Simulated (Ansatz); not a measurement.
Two isomers of C2H6N2: A = `C/N=N\C`, B = `N/C=C\N`.

Computed with Ansatz on PBE0-D4/def2-TZVP structures; ΔE is electronic, products minus reactants. CBS: MP2 limit from def2 TZ/QZ plus the TZ coupled-cluster correction, frozen cores. This one scheme is used for every species. Double bonds are as drawn, so ΔE can hold a change between cis and trans. Functionals use def2-TZVPP. B3LYP here is the variant with VWN-RPA as its local correlation; programs differ in this. Each species was taken in one conformer, which may not be the lowest.

Which isomer does CCSD(T)/CBS put lower? Give the gap. (Best estimate.)

Computed: B, by 130.2 kJ/mol.

Give E(B) − E(A) in kJ/mol with MP2/def2-TZVPP, HF/def2-TZVPP, PBE-D4, PBE0-D4, ωB97M-V, B3LYP-D4, CCSD(T)/def2-SVP. (Estimate.)

Computed: MP2/def2-TZVPP -135.2, HF/def2-TZVPP -133.7, PBE-D4 -125.2, PBE0-D4 -135.3, ωB97M-V -132.2, B3LYP-D4 -130.5, CCSD(T)/def2-SVP -107.6. None reverses the order clearly.

Does the order hold for the free energy at 298.15 K (harmonic terms from PBE0-D4)? (Best estimate.)

Ansatz gave: Yes: G(B) − G(A) = -122.5 kJ/mol, for one conformer each.

Largest T1 diagnostic: 0.012.

Leaving LDA and LC-ωPBE aside and taking each functional with its dispersion term where it has one, the values, not all of them listed here, spread over 23.1 kJ/mol, from r2SCAN0-D4 to revPBE-D4. LDA lies −22.6 kJ/mol from PBE without D4. At CCSD(T), def2-SVP lies +22.6 kJ/mol from the extrapolated value and def2-TZVPP +9.2 kJ/mol.
